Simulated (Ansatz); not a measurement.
# HBS (hydrogen boron sulfide) at 6 levels

Aim: a comparison of 6 runs (HF/STO-3G, BHLYP/STO-3G, CAM-B3LYP/STO-3G, UMP2/STO-3G, BCCD(T)/STO-3G, CCSD/STO-3G) of HBS (hydrogen boron sulfide). 

Program for the calculation: Ansatz 0.2.0.

70 further runs of the same task are left out: 11 that didn't finish, 59 set aside as unsound or not needed.

## 1. The molecule

HBS: 3 atoms, total charge 0, spin state singlet. SMILES: `B=S`. The S2–B1 distance was set to 3.184 Å, away from the relaxed value. At this shape a bond of the SMILES string is far longer than usual.

Bond lengths: B1–H3 1.144 Å. A long bond or contact: B1–S2 3.184 Å.

## 2. The energy at HF/STO-3G (run 1)

File job.yaml:

```yaml
basis:
  gaussian: {orbitals: STO-3G}
crystal:
  periodic: [false, false, false]
  atoms:
    - {symbol: B, position_ang: [-0.477389, -0.178713, 1.664770]}
    - {symbol: S, position_ang: [0.395320, 0.146510, -1.379660]}
    - {symbol: H, position_ang: [-0.790659, -0.293023, 2.759340]}
hamiltonian: {xc: hf}
accuracy: high
```

Started as:

```console
$ ansatz run job.yaml --threads 1 --pin off --max-ram 2610MiB --events-out events.jsonl --progress --plain --runs-dir runs
```

Log:

```text
Warning: RAYON_NUM_THREADS=1 ignored (pool sized by the plan → 1); use --threads N
Functional definition: HF
  name "HF"
  exchange = exact_x
  correlation = 0
223 factors; integrals over basis functions are off by at most 3.3e-8 eV
mean field evaluation 1: about -11345.3191 eV, gradient 4.1e1 eV
mean field evaluation 2: about -11345.3155 eV, gradient 4.1e1 eV
mean field evaluation 4: about -11338.7841 eV, gradient 3.4e1 eV
mean field evaluation 8: about -11368.1771 eV, gradient 6.5e0 eV
mean field evaluation 16: about -11368.7985 eV, gradient 7.9e-9 eV
mean field evaluation 32: about -11368.1571 eV, gradient 3.8e-2 eV
mean field evaluation 64: about -11367.2663 eV, gradient 1.3e1 eV
mean field -11368.79845908 eV, -417.7956373227 hartree, gradient 8.0e-9 eV, S^2 0.000000; 4 other end points of the search recorded, 0 dependent functions left out
reference -11368.79845908 eV, -417.7956373227 hartree; 11, 11 occupied and 4, 4 virtual orbitals, 223 factors
Total energy: -11368.79845908 eV, -417.7956373227 hartree
```

Wall time 0.12 s (1 thread of Arm Neoverse V1, shared host).

## 3. The energy at BHLYP/STO-3G (run 2)

File run.yaml:

```yaml
crystal:
  periodic: [false, false, false]
  atoms:
    - {symbol: B, position_ang: [-0.477389, -0.178713, 1.664770]}
    - {symbol: S, position_ang: [0.395320, 0.146510, -1.379660]}
    - {symbol: H, position_ang: [-0.790659, -0.293023, 2.759340]}
basis:
  gaussian:
    orbitals: STO-3G
hamiltonian:
  xc: {name: BHLYP}
accuracy: high
```

Started as:

```console
$ ansatz run run.yaml --threads 1 --pin off --max-ram 2610MiB --events-out events.jsonl --progress --plain --runs-dir runs
```

Log:

```text
Warning: RAYON_NUM_THREADS=1 ignored (pool sized by the plan → 1); use --threads N
Functional definition: BHLYP
  name "BHLYP"
  parameter a = 0.5
  exchange = (1 - a)*b88_x + a*exact_x
  correlation = lyp_c
223 factors; integrals over basis functions are off by at most 3.3e-8 eV
mean field evaluation 1: about -11375.2816 eV, gradient 4.2e1 eV
mean field evaluation 2: about -11235.1706 eV, gradient 5.7e1 eV
mean field evaluation 4: about -11372.7275 eV, gradient 4.4e1 eV
mean field evaluation 8: about -11389.0552 eV, gradient 1.5e-1 eV
mean field evaluation 16: about -11388.9985 eV, gradient 5.5e-1 eV
mean field -11389.05552410 eV, -418.5400707316 hartree, gradient 2.6e-8 eV, S^2 0.000000; 2 other end points of the search recorded, 0 dependent functions left out
reference -11389.05554156 eV, -418.5400713734 hartree; 11, 11 occupied and 4, 4 virtual orbitals, 223 factors
Total energy: -11389.05554156 eV, -418.5400713734 hartree
```

Wall time 0.68 s (1 thread of Arm Neoverse V1, shared host).

Runs 3 to 5 aren't shown in full; the table further down has their settings and results.

## 4. A single-point energy at CCSD/STO-3G (run 6)

Edit run.yaml of step 3 so:

```diff
@@ -9,4 +9,7 @@
     orbitals: STO-3G
-hamiltonian:
-  xc: {name: BHLYP}
 accuracy: high
+correlation:
+  method: ccsd
+  frozen_orbitals: {B: 1, H: 0, S: 5}
+scf:
+  omitted_lower_state_checks: [cluster_reference, increment]
```

Started as:

```console
$ ansatz run run.yaml --threads 1 --pin off --max-ram 2610MiB --events-out events.jsonl --progress --plain --runs-dir runs
```

Log:

```text
Warning: RAYON_NUM_THREADS=1 ignored (pool sized by the plan → 1); use --threads N
[... 14 lines left out ...]
6 core orbitals not correlated: weight in the atoms' cores, before any rotation towards them, 1.000 or more for the frozen orbitals, at most 0.000 for the correlated occupied ones
[... 188 lines left out ...]
Total energy: -11370.90406966 eV, -417.8730170843 hartree
Checks for a lower state left out: cluster_reference, increment
```

Run time: 0.28 s. Hardware: 1 thread of Arm Neoverse V1, shared host.

## 5. All runs side by side

```tsv
run	level	frozen core orbitals	energy (Eh)	wall time
1	HF/STO-3G	–	-417.795637	0.12 s
2	BHLYP/STO-3G	–	-418.540071	0.68 s
3	CAM-B3LYP/STO-3G	–	-418.493948	0.85 s
4	UMP2/STO-3G	6	-417.897287	0.77 s
5	BCCD(T)/STO-3G	6	-417.873334	0.32 s
6	CCSD/STO-3G	6	-417.873017	0.28 s
```

## 6. What came out

```
                                          quantity          value
                               run 6: total energy  -417.87302 Eh
run 6: correlation energy (6 core orbitals frozen)      -77.4 mEh
                              run 6: T1 diagnostic          0.016
```

Below the HF energy at the same shape and in the same basis (STO-3G): UMP2 -101.7 mEh; BCCD(T) -77.7 mEh; CCSD -77.4 mEh. Some of these start from another determinant than that one, so these aren't their correlation energies. Totals of different functionals can't be ranked against each other. In runs 5, 6 the log says that unrestricted orbitals would lower the reference, so the values rest on an unstable closed-shell determinant (other closed-shell runs at this shape may share the fault). In runs 1, 2, 3, 4, 5, 6 the basis is minimal, so the values are rough. Spin contamination of the reference: run 4 ⟨S²⟩ = 1.97. Where it is this large, the reference is a mixture of spin states, and values that rest on it are in doubt. All runs together took 3 s, the longest 0.85 s.
